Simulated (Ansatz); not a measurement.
HB–AlH, triplet: reading a ladder of total energies

Geometry: a point of a breathe scan, not a stationary point.

```xyz
4

B     0.0000    0.0000    2.5263
Al    0.0000    0.0000   -2.0605
H     0.0000    0.0000    5.3693
H     0.0000    0.0000   -5.8351
```

Basis 6-31G; Ansatz 0.2.0. Correlated methods freeze the noble-gas cores, which leaves 8 electrons in 20 orbitals. R marks a restricted (for open shells ROHF) determinant.

Full CI is exact within this basis and frozen core; it isn't the basis-set limit.

The cluster runs stand on a determinant 0.19 eV above the lowest RHF solution, chosen by trial CCSD; the correlation energy below is counted from it.

Runs differ by some tens of microhartree through their thresholds and, for an open shell, their frozen cores, so steps under 0.03 kcal/mol mean nothing.

| level | total energy (hartree) |
| --- | --- |
| RHF determinant under the cluster runs | -267.298379 |
| RMP2 | -267.382817 |
| RCCSD | -267.453638 |
| RCCSD(T) | -267.457481 |
| RCCSDT | -267.457284 |
| RCCSDT(Q) | -267.457077 |
| full CI | -267.457232 |

What is the correlation energy at full CI, and what share of it do RMP2 and RCCSDT(Q) recover?

E(corr) = -267.457232 − (-267.298379) = -0.158853 hartree = -4.323 eV. RMP2: -0.084438 / -0.158853 = 53.15 %. RCCSDT(Q): -0.158698 / -0.158853 = 99.90 %.

By how many kcal/mol does RCCSD(T) miss full CI (1 hartree = 627.509 kcal/mol), and which steps make up the rest?

-267.457481 − (-267.457232) = -0.000249 hartree = -0.16 kcal/mol. Steps: RCCSDT − RCCSD(T) = 0.12, RCCSDT(Q) − RCCSDT = 0.13, full CI − RCCSDT(Q) = -0.10 kcal/mol. That is within 1 kcal/mol of the reference in this basis, which itself misses far more of the correlation at the basis-set limit.
